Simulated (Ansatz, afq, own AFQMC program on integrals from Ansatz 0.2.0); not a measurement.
BSiH₃, triplet: AFQMC among the cluster methods

```xyz
5

Si    0.0000   -0.1487    1.2839
B     0.0000    0.2323   -2.8937
H     0.0000    1.0323    2.2058
H     0.0000    1.3439   -3.3391
H     0.0000   -0.7248   -3.6043
```

Connectivity, by distances: SiH ··· BH2.

Basis cc-pVDZ. Only valence electrons are correlated. Ansatz 0.2.0 and our own AFQMC program on the same integrals; the CISD trial comes from CCSD amplitudes, and released means the phaseless constraint is let go. ± is one standard error of the sampling.

Determinant: ROHF, the one that the program's search chose, which needn't be the lowest solution. The geometry is a point of a scan.

No full CI on the walks' own integrals is used here; CCSDT(Q) serves as the reference and is uncertain by about the last step of the cluster series.

Cautions: lower spins were not checked; a spin-contaminated unrestricted determinant lies lower (UHF 149 meV lower, ⟨S²⟩ 2.06).

The T1 diagnostic is 0.0179. The weight of the determinant in the CISD state is 0.881 and the size of the correlated space is 10 electrons in 41 orbitals.

```json
{"level": "MP2", "correlation energy (eV)": "-3.7379"}
{"level": "CCSD", "correlation energy (eV)": "-4.9272"}
{"level": "CCSD(T)", "correlation energy (eV)": "-5.0097"}
```

(1) Estimate where phaseless AFQMC with a CISD trial lies against CCSD(T) on the same integrals.

(1) 0.14 ± 0.25 mEh above CCSD(T). The gap is under twice the noise, so this walk alone can't tell the two apart.

Reference: CCSDT(Q), correlation energy -5.038 eV. The released energy is read at 2.40 1/Eh (meV from the phaseless value at times in 1/Eh: -5 ± 11 at 0.24, -8 ± 12 at 0.51, -10 ± 9 at 0.99, -31 ± 10 at 1.62, -30 ± 12 at 2.40).

```tsv
level	E − E(reference) (mEh)	share of correlation (%)
CCSD(T)	1.03	99.44
CCSDT	0.07	99.96
ph-AFQMC/CISD	1.18 ± 0.25	99.36
released AFQMC	0.07 ± 0.45	99.96
```

A walk keeps the symmetry of its determinant, which the program's search chose and which needn't be the lowest solution, so a lower state of the same spin and another symmetry isn't excluded. Released energies are given only where the last usable release times agree within the noise; a slower fall can still hide under it.
